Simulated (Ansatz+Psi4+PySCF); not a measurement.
Results of a calculation; reference values are marked as such.
## Ansatz (development build ahead of 0.2.0) run

```yaml
crystal:
  periodic: [false, false, false]
  atoms:
    - { symbol: C, position_ang: [0.0, 0.0, -0.76044] }
    - { symbol: C, position_ang: [0.0, 0.0, 0.76044] }
basis:
  gaussian: { orbitals: aug-cc-pVTZ }
total_charge: -1
magnetization:
  spin_polarized: true
  initial_magnetization: 1
hamiltonian:
  xc: hf
correlation:
  method: mp2
  frozen_orbitals: { C: 1 }
```

The input is written out in the form of the current development build from the run's settings.

Output:

| Item | Value |
| --- | --- |
| Converged | yes |
| Reference energy | -75.54268 hartree |
| Correlation energy | -0.25394 hartree |
| Total energy | -75.79662 hartree |
| Spin squared of the determinant | 1.131 |
| Stability test | minimum |

Caution: large amplitudes, a single reference is doubtful; the unrestricted determinant is spin contaminated; the determinant breaks the point group; another reference gives a lower total.
